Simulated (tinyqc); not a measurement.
MP2 on RHF in the sto-3g basis, frozen core, for H2O, spin multiplicity 1, step by step. One step of it, computed by the program tinyqc.

Task: Iteration 8 (converged): orbitals. Diagonalise F' = X^T F X, C = X C', fill 5 alpha and 5 beta electrons from the bottom; D = 2 C_occ C_occ^T. Each column has its largest component positive (the first on a tie).

converged F (hartree), order 1O 1s, 1O 2s, 1O 2px, 1O 2py, 1O 2pz, 2H 1s, 3H 1s:
$$\begin{pmatrix}
-20.269008 & -5.165346 & 0.000000 & 0.000000 & -0.023535 & -0.717380 & -0.717380 \\
-5.165346 & -2.401104 & 0.000000 & 0.000000 & -0.055500 & -0.705261 & -0.705261 \\
0.000000 & 0.000000 & -0.390150 & 0.000000 & 0.000000 & 0.000000 & 0.000000 \\
0.000000 & 0.000000 & 0.000000 & -0.203481 & 0.000000 & -0.333109 & 0.333109 \\
-0.023535 & -0.055500 & 0.000000 & 0.000000 & -0.244873 & -0.309797 & -0.309797 \\
-0.717380 & -0.705261 & 0.000000 & -0.333109 & -0.309797 & -0.357565 & -0.207888 \\
-0.717380 & -0.705261 & 0.000000 & 0.333109 & -0.309797 & -0.207888 & -0.357565
\end{pmatrix}$$

X, order 1O 1s, 1O 2s, 1O 2px, 1O 2py, 1O 2pz, 2H 1s, 3H 1s:
$$\begin{pmatrix}
1.023350 & -0.134078 & 0.000000 & 0.000000 & -0.006350 & 0.017332 & 0.017332 \\
-0.134078 & 1.126055 & 0.000000 & 0.000000 & 0.058313 & -0.191878 & -0.191878 \\
0.000000 & 0.000000 & 1.000000 & 0.000000 & 0.000000 & 0.000000 & 0.000000 \\
0.000000 & 0.000000 & 0.000000 & 1.056377 & 0.000000 & -0.151017 & 0.151017 \\
-0.006350 & 0.058313 & 0.000000 & 0.000000 & 1.032655 & -0.107871 & -0.107871 \\
0.017332 & -0.191878 & 0.000000 & -0.151017 & -0.107871 & 1.101118 & -0.054929 \\
0.017332 & -0.191878 & 0.000000 & 0.151017 & -0.107871 & -0.054929 & 1.101118
\end{pmatrix}$$

Give: F' = X^T F X; orbital energies; coefficients C; D after iteration 8.

Result:

F' = X^T F X (hartree):
$$\begin{pmatrix}
-19.897 & -2.678 & 0.000 & 0.000 & -0.050 & -0.065 & -0.065 \\
-2.678 & -1.349 & 0.000 & 0.000 & 0.094 & -0.355 & -0.355 \\
0.000 & 0.000 & -0.390 & 0.000 & 0.000 & 0.000 & 0.000 \\
0.000 & 0.000 & 0.000 & -0.021 & 0.000 & -0.363 & 0.363 \\
-0.050 & 0.094 & 0.000 & 0.000 & -0.132 & -0.287 & -0.287 \\
-0.065 & -0.355 & 0.000 & -0.363 & -0.287 & -0.036 & -0.059 \\
-0.065 & -0.355 & 0.000 & 0.363 & -0.287 & -0.059 & -0.036
\end{pmatrix}$$

orbital energies (hartree): MO1 -20.277, MO2 -1.190, MO3 -0.513, MO4 -0.431, MO5 -0.390, MO6 0.426, MO7 0.515

coefficients C, order 1O 1s, 1O 2s, 1O 2px, 1O 2py, 1O 2pz, 2H 1s, 3H 1s:
$$\begin{pmatrix}
0.995 & -0.243 & 0.000 & 0.088 & 0.000 & -0.100 & 0.000 \\
0.023 & 0.910 & 0.000 & -0.447 & 0.000 & 0.578 & 0.000 \\
0.000 & 0.000 & 0.000 & 0.000 & 1.000 & 0.000 & 0.000 \\
0.000 & 0.000 & 0.615 & 0.000 & 0.000 & 0.000 & 0.885 \\
0.003 & 0.068 & 0.000 & 0.729 & 0.000 & 0.746 & 0.000 \\
-0.004 & 0.134 & 0.456 & 0.353 & 0.000 & -0.673 & -0.695 \\
-0.004 & 0.134 & -0.456 & 0.353 & 0.000 & -0.673 & 0.695
\end{pmatrix}$$

D after iteration 8, order 1O 1s, 1O 2s, 1O 2px, 1O 2py, 1O 2pz, 2H 1s, 3H 1s:
$$\begin{pmatrix}
2.112 & -0.474 & 0.000 & 0.000 & 0.101 & -0.011 & -0.011 \\
-0.474 & 2.058 & 0.000 & 0.000 & -0.527 & -0.073 & -0.073 \\
0.000 & 0.000 & 2.000 & 0.000 & 0.000 & 0.000 & 0.000 \\
0.000 & 0.000 & 0.000 & 0.757 & 0.000 & 0.561 & -0.561 \\
0.101 & -0.527 & 0.000 & 0.000 & 1.072 & 0.534 & 0.534 \\
-0.011 & -0.073 & 0.000 & 0.561 & 0.534 & 0.702 & -0.131 \\
-0.011 & -0.073 & 0.000 & -0.561 & 0.534 & -0.131 & 0.702
\end{pmatrix}$$
